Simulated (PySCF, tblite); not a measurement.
**C₅H₇O radical: geometry, infrared bands and EPR parameters**

Wanted: the infrared bands and EPR parameters of C₅H₇O radical (`CO[CH]C1C=C1`), by calculation.

The runs use tblite 0.8.0 and PySCF 2.14.0, with density-fitted response routines of our own; the level of theory stands in each step. All values are computed, except where a source is named. Atoms count from 0, in the outputs and in this text.

## (1) The molecule as given

13 atoms, charge 0, multiplicity 2; geometry from: force field or distance geometry start.

Bonds of the start (Å): C0–O1 1.41, O1–C2 1.38, C2–C3 1.44, C3–C4 1.43, C4–C5 1.34, C5–C3 1.42, C0–H6 1.10, C0–H7 1.10, C0–H8 1.10, C2–H9 1.09, C3–H10 1.09, C4–H11 1.08, C5–H12 1.07.

## (2) Relaxing the molecule with GFN2-xTB

Job settings and geometry (Å):

```
{"job": {"kind": "relax", "xc": "GFN2-xTB", "basis": "xTB"}, "charge": 0, "multiplicity": 2}
C     -2.271800    -0.072800    -0.247600
O     -1.029500    -0.698900    -0.480200
C     -0.021800    -0.174900     0.311400
C      1.352700    -0.545600     0.125100
C      2.339100     0.484500     0.119800
C      2.030900    -0.104300    -1.044100
H     -2.217000     1.007300    -0.456500
H     -2.619100    -0.238100     0.782700
H     -3.005200    -0.512900    -0.931500
H     -0.363900     0.377100     1.184800
H      1.649900    -1.513800     0.533600
H      2.365300     1.554500     0.229700
H      1.786000     0.438400    -1.930900
```

Command:

```
$ OMP_NUM_THREADS=1 python probes_run.py task.json out
```

The driver reads the jobs from task.json and runs them one after another.

**Question.** This job is followed by: GFN2-xTB harmonic vibrations, gas phase; UKS B3LYP, pcH-1 on C H O, non-relativistic, mean-field spin-orbit, GIAO. Predict these results of the whole session: strongest single infrared mode (GFN2-xTB); zero-point energy (GFN2-xTB); g(iso) (B3LYP); ⟨S²⟩; largest a(iso) (averaged by class); potential on the surface of density 0.002 e/bohr³, 1st and 99th percentile.

The runs gave:

| quantity | value |
| --- | --- |
| strongest single infrared mode (GFN2-xTB) | 685 cm⁻¹, 111 km/mol |
| zero-point energy (GFN2-xTB) | 62.5 kcal/mol |
| g(iso) (B3LYP) | 2.00306 |
| ⟨S²⟩ | 0.755 (exact 0.75) |
| largest a(iso) (averaged by class) | 13C on C2, 77.4 MHz |
| potential on the surface of density 0.002 e/bohr³, 1st and 99th percentile | -1.28 V and 1.04 V |

Relaxing lowered the energy by 1.610 eV in 149 steps; the close pair that moved most is C3–C5, from 1.422 to 1.519 Å. No mode is imaginary among the 33: a minimum at this level. The strongest single mode, at 685 cm⁻¹, moves mainly H12 and H11. Unscaled tight-binding wavenumbers are off by several per cent, some by more. Its intensities can rank the bands wrongly. Most of the unpaired spin sits on C2 (0.83 e). The isotropic g lies 0.7 ppt above the free-electron value. These values are for one conformer; the search (at its own cheap level) found 2 more, at 0.02, 0.41 kcal/mol (those within 0.05 may be mirror or relabelled copies), and measured spectra average over such forms.
